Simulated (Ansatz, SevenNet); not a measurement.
## 1T (CdI2-type) TiS2: properties by level of theory

Reference values: lattice constant a 3.407 Å (measured, temperature not stated, not corrected to a static lattice; as tabulated in Chianelli et al. (1975), doi:10.1016/0025-5408(75)90100-2); lattice parameter c 5.695 Å (measured, temperature not stated, no zero-point or thermal correction; as tabulated in Chianelli et al. (1975), doi:10.1016/0025-5408(75)90100-2).

```csv
level (code),equilibrium lattice constant a (Å),lattice parameter c (Å)
SevenNet-l3i5,3.414,[?]
PBEsol (Ansatz),3.352,[?]
rVV10 (Ansatz),3.440,[?]
HSE06 (Ansatz),[?],[?]
HSE06-D3(BJ) (Ansatz),3.353,5.504
```

### Question
Complete the blanks.

### Answer

- SevenNet-l3i5, lattice parameter c (Å): 6.505
- PBEsol (Ansatz, a program for electronic structure), lattice parameter c (Å): 5.637
- rVV10 (Ansatz), lattice parameter c (Å): 5.716
- HSE06 (Ansatz), equilibrium lattice constant a (Å): 3.410
- HSE06 (Ansatz), lattice parameter c (Å): 6.519

Differences from the reference values (errors of the level alone only where the reference is corrected to a static lattice):

| level | lattice constant a (%) | lattice parameter c (%) |
|---|---|---|
| SevenNet-l3i5 | +0.21 | +14.2 |
| PBEsol | -1.61 | -1.02 |
| rVV10 | +0.97 | +0.37 |
| HSE06 | +0.09 | +14.5 |
| HSE06-D3(BJ) | -1.58 | -3.35 |

Nearest: lattice constant a, not ranked (reference at room or unstated temperature); lattice parameter c, not ranked (reference at room or unstated temperature).

Machine-learned potentials (SevenNet-l3i5) are trained on DFT data: a solid inside that data is no test of them.

Caveats: exact exchange on metals is sensitive to the k mesh and can open a false gap (HSE06-D3(BJ)); the cell comes from a level without a dispersion term, which matters for the spacing of layers, chains or molecules (PBEsol, HSE06). Ansatz's density-functional and Hartree–Fock values are scalar-relativistic unless marked +SOC, with PAW data made under PBE.

Differences are worked out from the printed values.

Computed values are for the static lattice.
